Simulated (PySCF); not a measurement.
butadiene (C4H6), SMILES C(=C)C=C. Heavy atoms are numbered as in [CH2:1]=[CH:2][CH:3]=[CH2:4]. Hydrogens are named by the atom that carries them.

Geometry optimised at r2SCAN-D4/def2-SVP. Other conformers were not sampled.

Method: PBE/def2-TZVP (PySCF).

Atomic charges (e), one atom of each kind:

```json
[
 {"atom": "C1 (CH2)", "Löwdin": "[?]", "Mulliken": "-0.27"},
 {"atom": "C2 (CH)", "Löwdin": "[?]", "Mulliken": "-0.06"},
 {"atom": "H on C1", "Löwdin": "[?]", "Mulliken": "0.11"},
 {"atom": "H on C2", "Löwdin": "[?]", "Mulliken": "0.09"}
]
```

Problem. Fill in the missing entries. (Estimate from the structure and the level; the computed values follow.)

Solution. 
- C1 (CH2), Löwdin: -0.20
- C2 (CH), Löwdin: -0.20
- H on C1, Löwdin: 0.12
- H on C2, Löwdin: 0.15

Computed Mayer and Wiberg (Löwdin basis) orders of the bonds:
```tsv
bond	Mayer	Wiberg
C1–C2	1.84	2.09
C2–C3	1.11	1.34
C3–C4	1.84	2.09
```
